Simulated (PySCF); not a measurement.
**Predicted spectroscopic data**

- PBE0-D3(BJ)/def2-SVP structure
- σ from GIAO-PBE0/pcSseg-1
- spin–spin couplings from B3LYP/pcJ-1 (spin–dipole term left out of most H,H and C,H couplings)
- program: PySCF 2.14.0 with density-fitted response routines
- non-relativistic, gas phase, equivalent nuclei averaged, one conformer

Scale: TMS for 1H (σ = 31.27 ppm), 13C (σ = 184.41 ppm) (reference shieldings calculated alike). Multiplet labels drop J under 1 Hz and among equivalent protons, and merge close values. Unscaled 3J(H,H) run several per cent high. Shifts are as computed. Against solution values, carbons near 30 ppm lie about +2 ppm off and those near 130 ppm about +5 ppm. Of 1211 compounds with measured shifts, 218 miss one by over three times the rms of a fit or turn the order of signals round; such compounds aren't used in these exercises.

**1.** `CCC(=O)CC`, C5H10O. 1H NMR (600 MHz, computed): δ 2.23 (m, 4H), 1.03 (m, 6H). 13C{1H} NMR (computed): δ 213.5, 37.2, 8.7.

**2.** SMILES CCOC1CC1, C5H10O. 1H NMR (600 MHz, computed): δ 3.23 (q, J = 7.9 Hz, 2H), 2.88 (tt, J = 6.9, 3.3 Hz, 1H), 1.13 (t, J = 7.9 Hz, 3H), 0.52 (m, 2H), 0.38 (m, 2H). 13C{1H} NMR (computed): δ 67.0, 53.0, 17.3, 6.6.
